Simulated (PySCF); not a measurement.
A geometry optimisation, step by step.

Species: CH2PH, CH₃P.
Bonds: C1–P2 (double). Hydrogens: H3, H4 on C1; H5 on P2.

Method: PBE0-D3(BJ)/def2-TZVP geometry optimisation, gas phase (PySCF 2.14.0); density fitting, grid level 2; the optimiser is geomeTRIC in internal coordinates, started from a GFN2-xTB structure with every atom displaced at random (about 0.01 Å). The frame can shift and turn from step to step; on so coarse a grid that alone can change the energy by a few meV, and forces under 0.02 eV/Å are noise.

Step 0: E = -10369.2219 eV, largest atomic force 1.990 eV/Å
```
atom  x, y, z in Å  |  force x, y, z in eV/Å
C1     -0.523   -0.007   -0.205   -0.126   1.810  -0.818
P2      0.885   -0.780    0.071    0.724  -0.765   0.306
H3     -0.642    0.996   -0.658    0.222  -0.626   0.270
H4     -1.442   -0.452    0.052   -1.038  -0.666   0.366
H5      1.755    0.209   -0.436    0.218   0.247  -0.123
```

Step 1: E = -10369.0589 eV, largest atomic force 1.589 eV/Å
```
atom  x, y, z in Å  |  force x, y, z in eV/Å
C1     -0.554    0.109   -0.178    0.070  -1.392  -0.762
P2      0.867   -0.438    0.474    0.293   0.436   0.590
H3     -0.533    0.374   -1.229   -0.368   0.795   0.130
H4     -1.499   -0.278    0.207    0.090   0.402   0.093
H5      1.752    0.201   -0.456   -0.084  -0.241  -0.051
```

Step 2: E = -10369.2320 eV, largest atomic force 0.745 eV/Å
```
atom  x, y, z in Å  |  force x, y, z in eV/Å
C1     -0.538    0.050   -0.188   -0.098  -0.568  -0.472
P2      0.877   -0.659    0.302    0.142   0.174   0.244
H3     -0.587    0.765   -0.999   -0.112   0.313   0.185
H4     -1.487   -0.375    0.140    0.124   0.202   0.067
H5      1.770    0.186   -0.434   -0.057  -0.121  -0.025
```

Step 3: E = -10369.2531 eV, largest atomic force 0.536 eV/Å
```
atom  x, y, z in Å  |  force x, y, z in eV/Å
C1     -0.531    0.043   -0.210   -0.104  -0.443  -0.283
P2      0.879   -0.655    0.314    0.026   0.223   0.086
H3     -0.623    0.782   -0.998    0.073   0.197   0.149
H4     -1.471   -0.373    0.141    0.014   0.099   0.078
H5      1.782    0.171   -0.426   -0.010  -0.075  -0.031
```

Step 4: E = -10369.2700 eV, largest atomic force 0.128 eV/Å
```
atom  x, y, z in Å  |  force x, y, z in eV/Å
C1     -0.541    0.006   -0.232    0.078   0.055  -0.057
P2      0.882   -0.624    0.336    0.010  -0.116   0.054
H3     -0.594    0.798   -0.970   -0.099  -0.024  -0.011
H4     -1.488   -0.376    0.138    0.048   0.043   0.002
H5      1.776    0.163   -0.451   -0.037   0.042   0.012
```

Step 5: E = -10369.2720 eV, largest atomic force 0.026 eV/Å
```
atom  x, y, z in Å  |  force x, y, z in eV/Å
C1     -0.535    0.008   -0.237    0.000   0.000  -0.006
P2      0.882   -0.638    0.330    0.012   0.014   0.019
H3     -0.606    0.795   -0.979   -0.014   0.010   0.013
H4     -1.479   -0.367    0.146   -0.005  -0.007  -0.015
H5      1.773    0.170   -0.439    0.008  -0.017  -0.011
```

Step 6: E = -10369.2721 eV, largest atomic force 0.025 eV/Å
```
atom  x, y, z in Å  |  force x, y, z in eV/Å
C1     -0.534    0.011   -0.236   -0.002  -0.023  -0.011
P2      0.882   -0.634    0.334   -0.003   0.007  -0.010
H3     -0.611    0.798   -0.977    0.008   0.004   0.001
H4     -1.478   -0.372    0.141   -0.008   0.007   0.013
H5      1.776    0.164   -0.442    0.004   0.004   0.006
```

Question: Summarise the path.

Answer: The energy falls by 0.0502 eV from step 0 to step 6; nine tenths of that is first reached at step 4. It rises by more than 0.2 meV at step 1. The largest force goes from 1.990 to 0.025 eV/Å. Among the bonds C1–H4 changes most, from 1.053 to 1.086 Å; the atoms move by 0.021 Å rms after alignment.

What follows is the cost of the whole optimisation. Time: 7.2 s of wall time; peak memory 0.36 GiB. Hardware: one thread, AMD EPYC 9R45 (x86_64), no GPU, shared host with 96 logical CPUs at a one-minute load of 54.
